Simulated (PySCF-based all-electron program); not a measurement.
## NaH, singlet: squeezing and stretching

All-electron Kohn–Sham DFT on the free molecule, computed near the basis limit with an in-house program on PySCF integrals; the spin-free Dirac equation, no spin–orbit coupling, spin-restricted. Forces are good to about 0.008 eV/Å. A positive force pushes the atoms apart.

| r (Å) | LDA (eV/Å) | PBEsol (eV/Å) |
| --- | --- | --- |
| 1.6983 | 1.124 | ? |
| 1.887 | -0.079 | ? |
| 2.0757 | -0.716 | ? |

Problem. Fill in the missing PBEsol forces.

Solution. 1.6983 Å: 1.247 eV/Å; 1.887 Å: 0.017 eV/Å; 2.0757 Å: -0.641 eV/Å.

Problem. Between which listed lengths does the PBEsol force vanish, and at which of the two is it smaller?

Solution. Between 1.887 and 2.076 Å. The force is smaller at 1.887 Å.
